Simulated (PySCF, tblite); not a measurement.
# C2H4: bond homolysis, part 2 of 2

tblite 0.8.0 and PySCF 2.14.0. Atoms count from 0.

### 11 Bond homolysis: CCSD(T)/ma-def2-TZVP

This step combines the energies above: geometries from PBE0-D3(BJ)/def2-SVP, zero-point and thermal terms from PBE0-D3(BJ)/def2-SVP.

Job settings and geometry (Å):

```
{"job": {"kind": "bd", "cap": 8, "geom": {"xc": "PBE0", "basis": "def2-SVP", "d3": "d3bj", "grid": 1}, "hess": 1, "level": {"xc": "CCSD(T)", "basis": "ma-def2-TZVP"}}, "charge": 0, "multiplicity": 1}
C     -0.663145    -0.037698    -0.013767
C      0.665256     0.038829    -0.000570
H     -1.291271     0.847252     0.127173
H     -1.182607    -0.988777    -0.165921
H      1.293400    -0.846115    -0.141471
H      1.184698     0.989911     0.151626
```

Output (the driver's rows laid out field by field):

```text
homolysis bond by bond, CCSD(T)/ma-def2-TZVP // PBE0-D3(BJ)/def2-SVP

row 1
  atoms                   0 2
  elements                C H
  length                  1.0943
  fragments               formula C2H3, charge 0, multiplicity 2, smiles [CH]=C, kept yes, pieces 1, point_group Cs, largest_spin C 1.47; formula H, charge 0, multiplicity 2, smiles [H], kept yes, pieces 1
  electronic              482.41
  zero_kelvin             444.65
  enthalpy                450.99
  free_energy             412.41
  flags                   spin_contaminated
```

Wall time 62 s (1 thread of Intel Xeon Platinum 8259CL at 2.50GHz, shared host); peak memory 0.35 GiB.

Some single points behind these values are not shown above.

Dissociation energies (kJ/mol, gas phase, 298 K for the thermal columns):

| bond | fragments | electronic | enthalpy | free energy |
| --- | --- | --- | --- | --- |
| C0–H2 | [CH]=C + [H] | 482.4 | 451.0 | 412.4 |

### 12 Single point (C2H4): wavefunction

Geometry: PBE0-D3(BJ)/def2-SVP.

Job settings and geometry (Å):

```
{"job": {"kind": "sp", "xc": "MP2", "basis": "ma-def2-TZVP", "grid": 2}, "charge": 0, "multiplicity": 1}
C     -0.663145    -0.037698    -0.013767
C      0.665256     0.038829    -0.000570
H     -1.291271     0.847252     0.127173
H     -1.182607    -0.988777    -0.165921
H      1.293400    -0.846115    -0.141471
H      1.184698     0.989911     0.151626
```

With the program's defaults for keys left out, this is: wavefunction single point, frozen core, gas phase.

What it wrote:

```text
final grid: 43904 points
cycle   1  E = -78.0432550608  dE =  8.600e-02  |g| = 2.318e-01  |ddm| = 1.473e+00
cycle   2  E = -78.0626438166  dE = -1.939e-02  |g| = 6.014e-02  |ddm| = 1.954e-01
cycle   3  E = -78.0641674279  dE = -1.524e-03  |g| = 1.319e-02  |ddm| = 6.652e-02
cycle   4  E = -78.0642235601  dE = -5.613e-05  |g| = 2.615e-03  |ddm| = 1.136e-02
cycle   5  E = -78.0642272628  dE = -3.703e-06  |g| = 6.645e-04  |ddm| = 2.871e-03
cycle   6  E = -78.0642275965  dE = -3.336e-07  |g| = 1.545e-04  |ddm| = 1.021e-03
cycle   7  E = -78.0642276197  dE = -2.322e-08  |g| = 1.427e-05  |ddm| = 2.925e-04
cycle   8  E = -78.0642276198  dE = -1.555e-10  |g| = 1.946e-06  |ddm| = 3.918e-05
converged SCF energy = -78.0642276198
E(HF, exact integrals) = -78.0642500558
E(MP2) = -78.3887528500
```

It took 1.6 s on 1 thread of Intel Xeon Platinum 8259CL at 2.50GHz, shared host; peak memory 0.36 GiB.

### 13 Single point (C2H3 radical): wavefunction

Geometry: PBE0-D3(BJ)/def2-SVP.

Job settings and geometry (Å):

```
{"job": {"kind": "sp", "xc": "MP2", "basis": "ma-def2-TZVP", "grid": 2}, "charge": 0, "multiplicity": 2}
C     -0.605510    -0.129413    -0.025993
C      0.695539     0.031637    -0.009754
H     -1.321305    -0.940734    -0.161617
H      1.387344    -0.812342    -0.163921
H      1.158563     1.012472     0.157624
```

Level: wavefunction single point, frozen core, gas phase.

What it wrote:

```text
final grid: 38536 points
cycle   1  E = -77.3744060400  dE =  7.925e-02  |g| = 1.919e-01  |ddm| = 1.070e+00
cycle   2  E = -77.4090570729  dE = -3.465e-02  |g| = 6.923e-02  |ddm| = 2.491e-01
cycle   3  E = -77.4152537371  dE = -6.197e-03  |g| = 2.812e-02  |ddm| = 9.896e-02
cycle   4  E = -77.4166183218  dE = -1.365e-03  |g| = 1.607e-02  |ddm| = 4.511e-02
cycle   5  E = -77.4173718095  dE = -7.535e-04  |g| = 1.257e-02  |ddm| = 2.704e-02
cycle   6  E = -77.4180412932  dE = -6.695e-04  |g| = 1.139e-02  |ddm| = 2.491e-02
cycle   7  E = -77.4187818179  dE = -7.405e-04  |g| = 1.031e-02  |ddm| = 2.893e-02
cycle   8  E = -77.4203747308  dE = -1.593e-03  |g| = 6.041e-03  |ddm| = 8.306e-02
cycle   9  E = -77.4207710019  dE = -3.963e-04  |g| = 1.738e-03  |ddm| = 5.801e-02
cycle  10  E = -77.4207525742  dE =  1.843e-05  |g| = 1.633e-03  |ddm| = 1.330e-02
cycle  11  E = -77.4207728254  dE = -2.025e-05  |g| = 7.327e-04  |ddm| = 1.843e-02
cycle  12  E = -77.4207762483  dE = -3.423e-06  |g| = 1.485e-04  |ddm| = 5.226e-03
cycle  13  E = -77.4207762965  dE = -4.818e-08  |g| = 4.506e-05  |ddm| = 4.380e-04
cycle  14  E = -77.4207763058  dE = -9.283e-09  |g| = 2.283e-05  |ddm| = 4.640e-04
converged SCF energy = -77.4207763058
E(HF, exact integrals) = -77.4207982266
E(MP2) = -77.6972020834
```

It took 1.8 s on 1 thread of Intel Xeon Platinum 8259CL at 2.50GHz, shared host; peak memory 0.36 GiB.

### 14 Bond homolysis: MP2/ma-def2-TZVP

This step combines the energies above: geometries from PBE0-D3(BJ)/def2-SVP, zero-point and thermal terms from PBE0-D3(BJ)/def2-SVP.

Job settings and geometry (Å):

```
{"job": {"kind": "bd", "cap": 8, "geom": {"xc": "PBE0", "basis": "def2-SVP", "d3": "d3bj", "grid": 1}, "hess": 1, "level": {"xc": "MP2", "basis": "ma-def2-TZVP"}}, "charge": 0, "multiplicity": 1}
C     -0.663145    -0.037698    -0.013767
C      0.665256     0.038829    -0.000570
H     -1.291271     0.847252     0.127173
H     -1.182607    -0.988777    -0.165921
H      1.293400    -0.846115    -0.141471
H      1.184698     0.989911     0.151626
```

Output (the driver's rows laid out field by field):

```text
homolysis bond by bond, MP2/ma-def2-TZVP // PBE0-D3(BJ)/def2-SVP

row 1
  atoms                   0 2
  elements                C H
  length                  1.0943
  fragments               formula C2H3, charge 0, multiplicity 2, smiles [CH]=C, kept yes, pieces 1, point_group Cs, largest_spin C 1.47; formula H, charge 0, multiplicity 2, smiles [H], kept yes, pieces 1
  electronic              503.42
  zero_kelvin             465.65
  enthalpy                472.0
  free_energy             433.41
  flags                   spin_contaminated
```

Run time: 3.7 s. Hardware: 1 thread of Intel Xeon Platinum 8259CL at 2.50GHz, shared host; peak memory 0.36 GiB.

Some single points behind these values are not shown above.

Dissociation energies (kJ/mol, gas phase, 298 K for the thermal columns):

| bond | fragments | electronic | enthalpy | free energy |
| --- | --- | --- | --- | --- |
| C0–H2 | [CH]=C + [H] | 503.4 | 472.0 | 433.4 |

### 15 Single point (C2H4): HF/ma-def2-TZVP

Geometry: PBE0-D3(BJ)/def2-SVP.

Job settings and geometry (Å):

```
{"job": {"kind": "sp", "xc": "HF", "basis": "ma-def2-TZVP", "grid": 2}, "charge": 0, "multiplicity": 1}
C     -0.663145    -0.037698    -0.013767
C      0.665256     0.038829    -0.000570
H     -1.291271     0.847252     0.127173
H     -1.182607    -0.988777    -0.165921
H      1.293400    -0.846115    -0.141471
H      1.184698     0.989911     0.151626
```

What it wrote:

```text
final grid: 43904 points
cycle   1  E = -78.0432550608  dE =  8.600e-02  |g| = 2.318e-01  |ddm| = 1.473e+00
cycle   2  E = -78.0626438166  dE = -1.939e-02  |g| = 6.014e-02  |ddm| = 1.954e-01
cycle   3  E = -78.0641674279  dE = -1.524e-03  |g| = 1.319e-02  |ddm| = 6.652e-02
cycle   4  E = -78.0642235601  dE = -5.613e-05  |g| = 2.615e-03  |ddm| = 1.136e-02
cycle   5  E = -78.0642272628  dE = -3.703e-06  |g| = 6.645e-04  |ddm| = 2.871e-03
cycle   6  E = -78.0642275965  dE = -3.336e-07  |g| = 1.545e-04  |ddm| = 1.021e-03
cycle   7  E = -78.0642276197  dE = -2.322e-08  |g| = 1.427e-05  |ddm| = 2.925e-04
cycle   8  E = -78.0642276198  dE = -1.555e-10  |g| = 1.946e-06  |ddm| = 3.918e-05
converged SCF energy = -78.0642276198
```

Wall time 0.33 s (1 thread of Intel Xeon Platinum 8259CL at 2.50GHz, shared host); peak memory 0.36 GiB.

### 16 Single point (C2H3 radical): HF/ma-def2-TZVP

Geometry: PBE0-D3(BJ)/def2-SVP.

Job settings and geometry (Å):

```
{"job": {"kind": "sp", "xc": "HF", "basis": "ma-def2-TZVP", "grid": 2}, "charge": 0, "multiplicity": 2}
C     -0.605510    -0.129413    -0.025993
C      0.695539     0.031637    -0.009754
H     -1.321305    -0.940734    -0.161617
H      1.387344    -0.812342    -0.163921
H      1.158563     1.012472     0.157624
```

What it wrote:

```text
final grid: 38536 points
cycle   1  E = -77.3744060400  dE =  7.925e-02  |g| = 1.919e-01  |ddm| = 1.070e+00
cycle   2  E = -77.4090570729  dE = -3.465e-02  |g| = 6.923e-02  |ddm| = 2.491e-01
cycle   3  E = -77.4152537371  dE = -6.197e-03  |g| = 2.812e-02  |ddm| = 9.896e-02
cycle   4  E = -77.4166183218  dE = -1.365e-03  |g| = 1.607e-02  |ddm| = 4.511e-02
cycle   5  E = -77.4173718095  dE = -7.535e-04  |g| = 1.257e-02  |ddm| = 2.704e-02
cycle   6  E = -77.4180412932  dE = -6.695e-04  |g| = 1.139e-02  |ddm| = 2.491e-02
cycle   7  E = -77.4187818179  dE = -7.405e-04  |g| = 1.031e-02  |ddm| = 2.893e-02
cycle   8  E = -77.4203747308  dE = -1.593e-03  |g| = 6.041e-03  |ddm| = 8.306e-02
cycle   9  E = -77.4207710019  dE = -3.963e-04  |g| = 1.738e-03  |ddm| = 5.801e-02
cycle  10  E = -77.4207525742  dE =  1.843e-05  |g| = 1.633e-03  |ddm| = 1.330e-02
cycle  11  E = -77.4207728254  dE = -2.025e-05  |g| = 7.327e-04  |ddm| = 1.843e-02
cycle  12  E = -77.4207762483  dE = -3.423e-06  |g| = 1.485e-04  |ddm| = 5.226e-03
cycle  13  E = -77.4207762965  dE = -4.818e-08  |g| = 4.506e-05  |ddm| = 4.380e-04
cycle  14  E = -77.4207763058  dE = -9.283e-09  |g| = 2.283e-05  |ddm| = 4.640e-04
converged SCF energy = -77.4207763058
```

It took 0.57 s on 1 thread of Intel Xeon Platinum 8259CL at 2.50GHz, shared host; peak memory 0.36 GiB.

### 17 Bond homolysis: HF/ma-def2-TZVP

This step combines the energies above: geometries from PBE0-D3(BJ)/def2-SVP, zero-point and thermal terms from PBE0-D3(BJ)/def2-SVP.

Job settings and geometry (Å):

```
{"job": {"kind": "bd", "cap": 8, "geom": {"xc": "PBE0", "basis": "def2-SVP", "d3": "d3bj", "grid": 1}, "hess": 1, "level": {"xc": "HF", "basis": "ma-def2-TZVP"}}, "charge": 0, "multiplicity": 1}
C     -0.663145    -0.037698    -0.013767
C      0.665256     0.038829    -0.000570
H     -1.291271     0.847252     0.127173
H     -1.182607    -0.988777    -0.165921
H      1.293400    -0.846115    -0.141471
H      1.184698     0.989911     0.151626
```

Output (the driver's rows laid out field by field):

```text
homolysis bond by bond, HF/ma-def2-TZVP // PBE0-D3(BJ)/def2-SVP

row 1
  atoms                   0 2
  elements                C H
  length                  1.0943
  fragments               formula C2H3, charge 0, multiplicity 2, smiles [CH]=C, kept yes, pieces 1, point_group Cs, largest_spin C 1.47; formula H, charge 0, multiplicity 2, smiles [H], kept yes, pieces 1
  electronic              377.13
  zero_kelvin             339.36
  enthalpy                345.71
  free_energy             307.12
  flags                   spin_contaminated
```

Run time: 1.1 s. Hardware: 1 thread of Intel Xeon Platinum 8259CL at 2.50GHz, shared host; peak memory 0.36 GiB.

Some single points behind these values are not shown above.

Dissociation energies (kJ/mol, gas phase, 298 K for the thermal columns):

| bond | fragments | electronic | enthalpy | free energy |
| --- | --- | --- | --- | --- |
| C0–H2 | [CH]=C + [H] | 377.1 | 345.7 | 307.1 |

### 18 Results

The summary covers parts 1 to 2.

| quantity | value |
| --- | --- |
| strongest single infrared mode (GFN2-xTB) | 3129 cm⁻¹, 93 km/mol |
| zero-point energy (GFN2-xTB) | 31.3 kcal/mol |
| point group | D2h |
| rotational constants (main isotopes) | 144.57, 30.04, 24.87 GHz |
| bond enthalpy (ΔH), C0–H2 (M06-2X/def2-TZVP) | 455.5 kJ/mol |
| bond enthalpy (ΔH), C0–H2 (CCSD(T)/ma-def2-TZVP) | 451.0 kJ/mol |
| bond enthalpy (ΔH), C0–H2 (MP2/ma-def2-TZVP) | 472.0 kJ/mol |
| bond enthalpy (ΔH), C0–H2 (HF/ma-def2-TZVP) | 345.7 kJ/mol |

No mode is imaginary among the 12: a minimum at this level. The strongest single mode, at 3129 cm⁻¹, has its largest shares on H5, H4, H3 and H2 (the list is cut at 4 atoms). GFN2-xTB is a fitted tight-binding method: band positions and strengths are rough. Its intensities can rank the bands wrongly. Over 2 steps the energy fell by 0.027 eV; of the close pairs, C1–H5 changed most, 1.078 to 1.094 Å (PBE0/def2-SVP). The bond enthalpy (ΔH) at C0–H2 is 455.5 kJ/mol at M06-2X/def2-TZVP; zero-point and thermal terms move it by -31.4 kJ/mol from the electronic value. In steps 10, 13, 16 the state is spin-contaminated. Hartree-Fock lacks correlation, so its bond and fragment energies are far off.
